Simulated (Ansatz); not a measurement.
The cluster LiAl₂⁻ (the lowest singlet isomer of a short search), 3 atoms. Hardware: 2 threads of Arm Neoverse V2 on a shared host.

Question: How many basis functions does each of these Ansatz runs have, and roughly what does it cost? PBE0-D4/def2-TZVPD, charge -1 triplet, energy, from earlier orbitals; HF/def2-TZVPD, charge -1 singlet, energy, from earlier orbitals; PBE-D4/def2-TZVPD, charge -1 singlet, energy, from earlier orbitals; PBE0-D4/def2-SVPD, charge -1 singlet, energy, from earlier orbitals; B3LYP-D4/6-31G, charge -1 quintet, energy; HSE06-D4/def2-TZVPD, charge -1 quintet, energy, from earlier orbitals; LC-ωPBE/def2-TZVPD, charge -1 quintet, energy, from earlier orbitals; LC-ωPBE/def2-TZVPD, charge -1 singlet, energy, from earlier orbitals; B3LYP-D4/6-31G, charge -1 triplet, energy; PBE-D4/def2-SVPD, charge -1 singlet, energy, from earlier orbitals; LC-ωPBE/def2-TZVPD, charge -1 triplet, energy, from earlier orbitals; r2SCAN-D4/def2-TZVPD, charge -1 unrestricted singlet, energy, from earlier orbitals.

Answer: Other jobs shared the machine, so times can vary by a factor of up to 3. A dash marks memory too small to be measured apart from the calling script's.

| run | functions | fitting or Cholesky vectors | wall time | peak host memory (GiB) |
| --- | --- | --- | --- | --- |
| PBE0-D4/def2-SVPD, charge -1 singlet, energy, from earlier orbitals | 60 | 639 | 0.65 s | – |
| PBE-D4/def2-SVPD, charge -1 singlet, energy, from earlier orbitals | 60 | 607 | 0.65 s | – |
| HF/def2-TZVPD, charge -1 singlet, energy, from earlier orbitals | 103 | 847 | 0.75 s | – |
| B3LYP-D4/6-31G, charge -1 quintet, energy | 35 | 402 | 0.9 s | – |
| B3LYP-D4/6-31G, charge -1 triplet, energy | 35 | 402 | 0.95 s | – |
| PBE-D4/def2-TZVPD, charge -1 singlet, energy, from earlier orbitals | 103 | 693 | 0.95 s | – |
| HSE06-D4/def2-TZVPD, charge -1 quintet, energy, from earlier orbitals | 103 | 753 | 1.8 s | – |
| LC-ωPBE/def2-TZVPD, charge -1 singlet, energy, from earlier orbitals | 103 | 693 | 2.1 s | – |
| PBE0-D4/def2-TZVPD, charge -1 triplet, energy, from earlier orbitals | 103 | 753 | 5.5 s | – |
| LC-ωPBE/def2-TZVPD, charge -1 quintet, energy, from earlier orbitals | 103 | 693 | 5.5 s | – |
| LC-ωPBE/def2-TZVPD, charge -1 triplet, energy, from earlier orbitals | 103 | 693 | 7.5 s | – |
| r2SCAN-D4/def2-TZVPD, charge -1 unrestricted singlet, energy, from earlier orbitals | 103 | 693 | 8 s | – |
